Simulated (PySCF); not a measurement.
# LiAl+: from the state search to spectroscopic constants

One table from this session's results is given with a row withheld; the runs are named, their logs left out.

Program: PySCF 2.14.0. Level of theory: Li cc-pVDZ, Al cc-pV(D+d)Z, no relativity. These are calculated values, not measurements.

Set-up of the first run:

The job is set up so:

* atoms: Li, Al
* charge: 1
* basis: Li cc-pVDZ, Al cc-pV(D+d)Z
* Hamiltonian: no relativity
* basis functions: 37
* electrons treated: 15
* masses in u: 7.0160, 26.9815
* levels: PBE0, PBE, r²SCAN, revPBE, PBEsol, r²SCANh, ωB97X, HF, MP2, SCS-MP2, CCSD, CCSD(T)
* grid: 80 radial by 434 angular points
* occupations: held fixed by the projection of orbital angular momentum
* dissociation limit: Li+ + Al, each in its ground configuration
* starting distance in angstrom: 2.580
* values of 2S to try: 1, 3

Command:

```sh
OMP_NUM_THREADS=1 python dia.py task.json out
```

Steps of the session up to this table: Set-up; First curve: PBE0; Higher solutions at PBE0; PBE (GGA); r²SCAN; revPBE (GGA); PBEsol (GGA); r²SCANh (hybrid meta-GGA); ωB97X (range-separated hybrid); UHF; MP2 and coupled cluster.

One table of the session follows, with a row left open; its other results are not shown here.

It belongs to the step «Constants by level of theory». 

```
      level  Re (Å)  ωe (cm⁻¹)  De (eV)
        UHF   3.064      235.4     1.22
    UHF-MP2   3.059      236.3     1.18
UHF-SCS-MP2   3.058      236.9     1.18
   UHF-CCSD   3.054      240.4     1.17
UHF-CCSD(T)   3.053      240.9     1.17
        PBE   3.073      218.4     1.29
     PBEsol   3.079      217.5     1.28
     revPBE   3.087      216.9     1.28
     r²SCAN       ?          ?        ?
    r²SCANh   3.053      234.0     1.19
       PBE0   3.036      232.0     1.27
      ωB97X   2.997      253.7     1.16
```

Estimate the missing values for r²SCAN.

As computed: Re (Å): 3.064; ωe (cm⁻¹): 230.2; De (eV): 1.18.
